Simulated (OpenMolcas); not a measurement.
# HF/aug-pc-1 (Cholesky decomposition) run of C2H3B (BH2(CCH))

What is the vertical singlet–triplet gap of C2H3B (BH2(CCH)) at HF/aug-pc-1 (Cholesky decomposition)? 

The calculation is run with OpenMolcas 26.06.

5 further runs of the same task are left out: 5 set aside as unsound or not needed.

### 1 The structure to begin with

C2H3B: 6 atoms, total charge 0, spin state singlet. As SMILES, `[H]B([H])C#C`. Geometry: relaxed at GFN2-xTB.

Bond lengths: B1–C4 1.497 Å, C4–C5 1.207 Å, B1–H2 1.170 Å, B1–H3 1.170 Å, C5–H6 1.052 Å. Angles: B1–C4–C5 179.9°, H2–B1–C4 119.5°, H3–B1–C4 119.5°, C4–C5–H6 179.8°, H2–B1–H3 121.0°.

### 2 Energy and one-electron properties at HF/aug-pc-1 (Cholesky decomposition)

mol.inp reads:

```
&GATEWAY
  Coord
  6
  bohr
  B      1.07336444     1.85487957     0.01012893
  H      3.27619929     1.83673820     0.18961512
  H     -0.03992991     3.75717238    -0.16236527
  C     -0.34336324    -0.59295826    -0.00100155
  C     -1.48320824    -2.56857244    -0.01298242
  H     -2.48308123    -4.28724056    -0.02341371
  Basis=aug-pc-1
  Group=NoSym

&SEWARD
  Low

&SCF
  PrOrbitals=1 2

&LOCALISATION
  PAO
```

On the command line:

```console
export MOLCAS_MEM=1860
pymolcas mol.inp > mol.log
```

Log:

```text
--- Start Module: gateway ---
[...]
--- Stop Module: gateway /rc=_RC_ALL_IS_WELL_ ---
[...]
      Basis functions           96
[...]
--- Start Module: scf ---
[...]
       Convergence after  12 Iterations
[...]
::    Total SCF energy                               -102.0671267275
[...]
      Total spin, S                                     0.0000000000
[...]
      Total electronic charge=   20.000000
      Total            charge=   -0.000000
[...]
      Dipole Moment (debye):
      Origin of the operator (angstrom)=   -0.1300   -0.2254   -0.0007
                   X= -3.8981E-01               Y= -6.6901E-01               Z= -4.3385E-03           Total=  7.7430E-01
      Quadrupole Moment (debye*angstrom):
[...]
--- Stop Module: scf /rc=_RC_ALL_IS_WELL_ ---
[...]
--- Start Module: localisation ---
[...]
--- Stop Module: localisation /rc=_RC_ALL_IS_WELL_ ---
[...]
```

Wall time 3.3 s (1 thread of Arm Neoverse V2, shared host); peak memory 0.22 GiB.

Atomic charges (e):

| atom | Mulliken |
| --- | --- |
| B1 | +0.770 |
| H2 | -0.095 |
| H3 | -0.095 |
| C4 | -0.107 |
| C5 | -0.690 |
| H6 | +0.217 |

### 3 The triplet at the same level

mol.input reads:

```
* C2H3B Hartree-Fock

&GATEWAY
 Coord
 6
 bohr
 B      1.07336444     1.85487957     0.01012893
 H      3.27619929     1.83673820     0.18961512
 H     -0.03992991     3.75717238    -0.16236527
 C     -0.34336324    -0.59295826    -0.00100155
 C     -1.48320824    -2.56857244    -0.01298242
 H     -2.48308123    -4.28724056    -0.02341371
 Basis = aug-pc-1
 Group = NoSym

&SEWARD
 Low

&SCF
 UHF
 Spin = 3
 PrOrbitals = 1 2
```

On the command line:

```console
export MOLCAS_MEM=1860
pymolcas mol.input > mol.log
```

Log:

```text
--- Start Module: gateway ---
[...]
--- Stop Module: gateway /rc=_RC_ALL_IS_WELL_ ---
--- Start Module: seward ---
[...]
      Basis functions           96
--- Stop Module: seward /rc=_RC_ALL_IS_WELL_ ---
[...]
--- Start Module: scf ---
[...]
       Convergence after  22 Iterations
[...]
::    Total SCF energy                               -101.9397422234
[...]
      Total spin, S                                     1.0159147842
[...]
      Total electronic charge=   20.000000
      Total            charge=   -0.000000
[...]
      Dipole Moment (debye):
      Origin of the operator (angstrom)=   -0.1300   -0.2254   -0.0007
                   X= -1.9408E+00               Y= -3.3547E+00               Z= -1.8640E-02           Total=  3.8757E+00
      Quadrupole Moment (debye*angstrom):
[...]
--- Stop Module: scf /rc=_RC_ALL_IS_WELL_ ---
[...]
```

Wall time 6.3 s (1 thread of Arm Neoverse V2, shared host); peak memory 0.22 GiB.

Atomic charges (e):

| atom | Mulliken |
| --- | --- |
| B1 | +0.408 |
| H2 | -0.120 |
| H3 | -0.120 |
| C4 | +0.191 |
| C5 | -0.557 |
| H6 | +0.199 |

### 4 Results

At HF/aug-pc-1 (Cholesky decomposition):

| quantity | value |
| --- | --- |
| singlet: total energy | -102.06713 Eh |
| singlet: dipole moment | 0.77 D |
| singlet: HOMO energy | -10.84 eV |
| singlet: LUMO energy | 0.76 eV |
| singlet: HOMO–LUMO gap | 11.61 eV |
| triplet: total energy | -101.93974 Eh |
| triplet: dipole moment | 3.88 D |
| triplet: HOMO energy (highest over α and β) | -6.75 eV |
| triplet: LUMO energy (lowest over α and β) | -1.45 eV |
| triplet: ⟨S²⟩ | 2.048 |
| vertical energy of the triplet above the singlet | 3.466 eV |

**Reading.** At this shape the triplet lies 3.47 eV (334 kJ/mol) above the singlet. Mulliken charges (singlet) run from -0.69 on C5 to +0.77 on B1; in a basis this large or diffuse they mean little.
